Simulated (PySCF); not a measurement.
A structure optimised at B3LYP-D3(BJ)/def2-TZVPD, used in a PySCF frequency run:

```
F
F 1 1.3962
```
Charge 0, spin multiplicity 1.

**Question.** Write its SMILES, formula and point group.

**Answer.** FF, F₂, D∞h

**Question.** What are its rotational constants (standard atomic weights)?

**Answer.** 27.293 GHz (linear rotor, B only)
